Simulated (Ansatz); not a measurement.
[Br···H···SiH], doublet in cc-pVDZ: errors against UCCSDT(Q)

Geometry: a point of a hydrogen-transfer path between rigid fragments, not a stationary point.

```yaml
atoms:
  - { symbol: Br, position_ang: [-2.2644, 0.3699, 0.0000] }
  - { symbol: H, position_ang: [-0.9434, 0.3699, 0.0000] }
  - { symbol: Si, position_ang: [1.4056, 0.3699, 0.0000] }
  - { symbol: H, position_ang: [1.8021, -1.1096, 0.0000] }
```

Basis cc-pVDZ; Ansatz 0.2.0. Correlated methods freeze the noble-gas cores and the filled d shells of p-block atoms, which leaves 13 electrons in 36 orbitals. Prefix R: restricted or restricted open-shell reference; prefix U: unrestricted. Active spaces: valence = (13e, 10o) chosen from the atoms' valence shells. No spin–orbit coupling is included, and no scalar relativity.

Full CI isn't at hand for all of this; UCCSDT(Q) serves as the reference, and is uncertain by about the last step of the cluster series. The frozen core follows each run's orbitals, which can shift R against U totals by a few meV for light atoms and by up to 0.1 eV past Ca.

The UHF ⟨S²⟩ is 0.769. The T1 diagnostic (RCCSD) is 0.0144 and the largest doubles amplitude (RCCSD) is 0.077. The T1 diagnostic (UCCSD) is 0.0119.

Question: From what is known of these methods and the diagnostics, rank them by the size of their error in total energy against UCCSDT(Q) in cc-pVDZ, smallest first (an estimate: the text doesn't fix the numbers).
A. UCCSD(T)
B. UHF
C. UCCSDT
D. UCCSD
E. UMP2

Answer: C (0.30 mEh), A (1.08 mEh), D (5.19 mEh), E (43.35 mEh), B (237.69 mEh).

All errors are against UCCSDT(Q) in cc-pVDZ. Within each family the higher level lies nearer, as is usual though not guaranteed.

Natural occupations of CASSCF (valence space) about the gap: 1.999 1.980 1.979 1.931 1.001 0.062 0.027 0.022; effectively unpaired electrons, Σ n²(2−n)², 1.04.
